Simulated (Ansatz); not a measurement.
# Interaction energy ladder

The pair of OH⁻ (SMILES [OH-], atoms 1–2) and CH$_{6}$Si (SMILES C[SiH3], atoms 3–10), both closed shells, in one local arrangement (a lower one may exist), relaxed at PBE0-D4/def2-TZVPD:

O1  (-0.723, 0.127, -1.551)
H2  (-0.824, 0.894, -2.118)
C3  (0.083, -1.150, 0.610)
Si4  (0.097, 0.657, -0.032)
H5  (-0.395, -1.858, -0.073)
H6  (-0.428, -1.177, 1.579)
H7  (1.116, -1.467, 0.793)
H8  (1.271, 1.237, -0.826)
H9  (0.838, 1.106, 1.322)
H10  (-1.034, 1.631, 0.296)
(Å)

Computed with Ansatz 0.2.0 (basis: def2-TZVPPD, with def2-QZVPPD for the basis limit); correlated methods freeze the cores. B3LYP uses VWN-RPA correlation. Extrapolation: Hartree–Fock as exp(−7.88 √X), correlation as X^−2.97. Interaction energies count from these two fragments, frozen as in the pair, with the counterpoise correction; negative means bound.

Task: What is the interaction energy by CCSD(T) at an estimated basis limit (MP2 extrapolated from triple and quadruple zeta, plus CCSD(T) − MP2 in triple zeta)? (Judge from chemistry; the value comes from the calculation.)

Result: The calculation gives: -281.0 kJ/mol. Hartree–Fock alone gives -289.2 kJ/mol at the basis limit. It counts from the two fragments frozen as in the pair.

The same quantity by other methods in triple zeta, and each one's difference from that estimate:
| method | E_int (kJ/mol) | difference |
| --- | --- | --- |
| PBE-D4 | -257.5 | 23.5 |
| revPBE-D4 | -258.0 | 23.0 |
| BLYP-D4 | -244.8 | 36.3 |
| r2SCAN-D4 | -279.1 | 1.9 |
| B97M-V | -287.1 | -6.1 |
| PBE0-D4 | -281.8 | -0.8 |
| B3LYP-D4 | -267.2 | 13.9 |
| HSE06-D4 | -281.5 | -0.5 |
| wB97X-V | -279.7 | 1.4 |
| wB97M-V | -281.7 | -0.7 |
| B2PLYP | -260.0 | 21.0 |
| HF | -286.2 | -5.2 |
| MP2 | -267.6 | 13.4 |
| CCSD | -272.6 | 8.4 |
| CCSD(T) | -268.4 | 12.6 |
Differences are method less estimate.

Task: Which atoms make the shortest contact between the fragments?

Result: O1 and Si4, 1.81 Å apart.

Energy to bend the free fragments (PBE0-D4 minima) into their shapes in the pair, CCSD(T)/def2-TZVPPD: OH⁻ 0.1 kJ/mol; CH$_{6}$Si 115.6 kJ/mol. This must be added to the interaction energy to get the binding energy from relaxed fragments.

Basis-set superposition shift (counterpoise-corrected less uncorrected): CCSD(T) 9.3; MP2 9.4; HF 0.5; PBE0-D4 1.1; wB97M-V 0.9 kJ/mol.

The T1 diagnostic stays at or below 0.026.

For scale, one of the runs: CCSD(T)/def2-TZVPPD, 244 basis functions, launched by `ansatz run in.yaml --threads 4 --pin off --events-out ev --progress --plain --max-ram 9574MiB`. Time: 53 s of wall clock on 4 CPU threads of an Arm Neoverse V2; the host was shared. Peak host memory: 4.8 GiB.
